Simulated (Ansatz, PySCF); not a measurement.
Gas-phase reaction in SMILES: F[B]F → F[B]F as singlet, charge +1 + e-
Geometries: B3LYP-D3(BJ)/def2-TZVP minima from Ansatz (a first-principles code). A spin state is the lowest found, not a proven ground state.

Property: adiabatic ionisation energy (0 K, with B3LYP-D3(BJ) harmonic zero-point energies from PySCF), in eV. Cores are frozen in the correlated levels unless marked. Open shells are spin-unrestricted. Spin-orbit coupling is left out. Non-relativistic unless marked X2C. Basis-set limits of correlation are two-point, X^-3; Hartree-Fock from the larger set.

```tsv
level	program	adiabatic ionisation energy (eV)	minus last row
HF/def2-TZVPD	PySCF	8.43	-0.22
PBE-D3(BJ)/def2-TZVPD	Ansatz + dftd3	8.69	0.04
TPSS/def2-TZVPD	PySCF	8.76	0.11
TPSSh-D4/def2-TZVPD	PySCF + dftd4	8.79	0.14
wB97M-V/def2-TZVPD	Ansatz	8.51	-0.14
RPA@PBE/cc-pVTZ	Ansatz	8.89	0.24
MP2/cc-pwCVTZ	Ansatz	8.46	-0.19
CCSD/STO-3G	Ansatz	4.79	-3.86
X2C-CCSD(T)/cc-pVTZ-DK	Ansatz	8.54	-0.11
CCSD(T)/CBS(cc-pVTZ,cc-pVQZ)	Ansatz	8.65	0.00
```
